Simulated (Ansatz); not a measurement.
**MgBH2 (sextet): wave-function methods side by side, def2-QZVPP**

The task here is to estimate one member of a computed series from the others.

Method: def2-QZVPP, core rule «outside noble gas», up to 6 orbitals frozen; program: Ansatz 0.2.0, Gaussian basis.

Plan: UHF; ROHF; CCSD(T) on UHF.

## The geometry

The geometry is a PBE0/def2-TZVP stationary point (not a proven minimum) of the parent state, kept for this charge and spin.

4 atoms, charge 0, spin multiplicity 6.

Atoms are counted from 1 here; the program's logs count them from 0.

Bond lengths: B1–Mg2 2.227 Å, B1–H3 1.184 Å, B1–H4 1.234 Å, Mg2–H4 1.954 Å. Angles: Mg2–B1–H3 168.8°, Mg2–B1–H4 61.0°, H3–B1–H4 130.2°, B1–Mg2–H4 33.5°, B1–H4–Mg2 85.5°.

Set-up of the first run:

Input file in.yaml:

```yaml
crystal:
  periodic: [false, false, false]
  atoms:
    - {symbol: B, position_ang: [0.000000, 0.038348, 1.441894]}
    - {symbol: Mg, position_ang: [0.000000, 0.014710, -0.784671]}
    - {symbol: H, position_ang: [0.000000, 0.281186, 2.600655]}
    - {symbol: H, position_ang: [0.000000, -1.047203, 0.855024]}
basis:
  gaussian: {orbitals: "def2-QZVPP.json"}
magnetization: {spin_polarized: true, initial_magnetization: 5}
hamiltonian: {xc: hf}
output: {orbitals: {seedname: orbitals}}
```

The run is started by

```console
ansatz run in.yaml --threads 1 --pin off --events-out ev --progress --plain --max-ram 2393MiB
```

Among the steps run: UHF; ROHF; CCSD(T) on UHF.

One of the session's tables, all rows but one given; the rest of the session is left out.

It belongs to the step «Misses and costs». 

```
  method  from UCCSD(T) (kJ/mol)
    ROHF                  +307.0
     UHF                  +303.5
    UMP2                       ?
   UCCSD                   +14.7
UCCSD(T)                       0
```

**Question.** Estimate the row for UMP2.

**Answer.** from UCCSD(T) (kJ/mol): +81.1. In the column «from UCCSD(T) (kJ/mol)» it lies between UCCSD (+14.7) and UHF (+303.5).
